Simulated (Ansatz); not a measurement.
# C3H2N: the cost of one run

All numbers are computed with Ansatz 0.2.0, driven from Python. Level of theory: CAM-B3LYP/def2-SVP.

### 1 Starting point

Bond lengths: C1–C2 1.327 Å, C2–C3 1.438 Å, C3–N4 1.157 Å, C1–H5 1.083 Å, C2–H6 1.081 Å. Angles: C1–C2–C3 120.9°, C1–C2–H6 119.6°, C3–C2–H6 119.5°, C2–C1–H5 121.6°, C2–C3–N4 180.0°.

No structure file is read: the coordinates are typed or built in the script.

### 2 The code

The input, spin_c3h2n.py:

```python
# -*- coding: utf-8 -*-
import ansatz as az

GEOMETRY = '''
C    -1.29050    0.28400   -0.28540
C    -0.30110   -0.46220    0.18890
C     1.06170   -0.00780    0.12560
N     2.15860    0.35750    0.07480
H    -1.10650    1.25340   -0.73300
H    -0.52200   -1.42490    0.62910
'''

c3h2n = az.Crystal.molecule()
for line in GEOMETRY.strip().splitlines():
    symbol, *xyz = line.split()
    c3h2n = c3h2n.atom(symbol, [float(v) for v in xyz])

model = c3h2n.calculation()
model = model.basis(gaussian='def2-SVP')
model = model.functional('cam_b3lyp')
found = {}
for unpaired in [1, 3]:
    rep = model.spin('collinear', total=unpaired).run(threads=1, backend='cpu').report
    s = unpaired / 2
    found[unpaired] = rep['free_energy_ev']
    print(f'2S+1 = {unpaired + 1}: E = {found[unpaired]:.5f} eV, <S^2> = {abs(rep["mean_field"]["state"]["spin_squared"]):.3f} (pure state {s * (s + 1):.2f})')
lowest = min(found, key=found.get)
for unpaired, e in found.items():
    print(f'multiplicity {unpaired + 1}: {96.485332 * (e - found[lowest]):.1f} kJ/mol above the lowest')
```

### 3 What the engine is handed

The engine receives this input (first run):

```yaml
crystal:
  periodic: [false, false, false]
  atoms:
    - { symbol: C, position_ang: [-1.2905, 0.284, -0.2854] }
    - { symbol: C, position_ang: [-0.3011, -0.4622, 0.1889] }
    - { symbol: C, position_ang: [1.0617, -0.0078, 0.1256] }
    - { symbol: "N", position_ang: [2.1586, 0.3575, 0.0748] }
    - { symbol: H, position_ang: [-1.1065, 1.2534, -0.733] }
    - { symbol: H, position_ang: [-0.522, -1.4249, 0.6291] }
basis:
  gaussian:
    orbitals: def2-SVP
hamiltonian:
  xc: cam_b3lyp
magnetization:
  spin_polarized: true
  initial_magnetization: 1.0
```

### 4 Running it

Started as:

```
python spin_c3h2n.py
```

**Question.** How long does this script take on 1 thread of Intel Xeon 6975P-C (Granite Rapids), shared host, and how much memory does it need?

About 4 s, with a peak of 0.21 GiB.
